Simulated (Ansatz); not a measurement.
```yaml
crystal:
  periodic: [false, false, false]
  atoms:
    - {symbol: Cu, position_ang: [0.000000, 0.000000, 0.000000]}
    - {symbol: F, position_ang: [0.000000, 0.000000, -1.701450]}
    - {symbol: F, position_ang: [0.000000, 0.000000, 1.701450]}
basis:
  gaussian: {orbitals: def2-TZVP}
magnetization: {spin_polarized: true, initial_magnetization: 1}
hamiltonian: {xc: pbe0}
relax: {f_tol: 0.004, max_steps: 80}
```

```sh
$ ansatz run in.yaml --threads 1 --pin off --events-out ev --progress --plain --max-ram 2176MiB
```

Steps of the relaxation (energy above the last step; positions in Å, forces in eV/Å):

```
3
step 1, 14.2 meV
Cu    0.000    0.000    0.000    0.000    0.000    0.000
F     0.000    0.000   -1.701    0.000    0.000   -0.639
F     0.000    0.000    1.701    0.000    0.000    0.639
```

```
3
step 2, 4.1 meV
Cu    0.000    0.000    0.000    0.000    0.000    0.000
F     0.000    0.000   -1.712    0.000    0.000   -0.336
F     0.000    0.000    1.712    0.000    0.000    0.336
```

```
3
step 3, 0.0 meV
Cu    0.000    0.000    0.000    0.000    0.000    0.000
F     0.000    0.000   -1.724    0.000    0.000   -0.014
F     0.000    0.000    1.724    0.000    0.000    0.014
```

```
3
step 4, 0.0 meV
Cu    0.000    0.000    0.000    0.000    0.000    0.000
F     0.000    0.000   -1.724    0.000    0.000    0.000
F     0.000    0.000    1.724    0.000    0.000    0.000
```

Close pairs at the end: Cu1–F3 1.724 Å, Cu1–F2 1.724 Å.

A stationary point of unrestricted PBE0 after 4 steps, with ⟨S²⟩ = 0.753 against 0.75 for a pure state; no frequencies were run, so it isn't proven a minimum. 50 s on 1 thread of Intel Xeon Platinum 8488C, shared host.
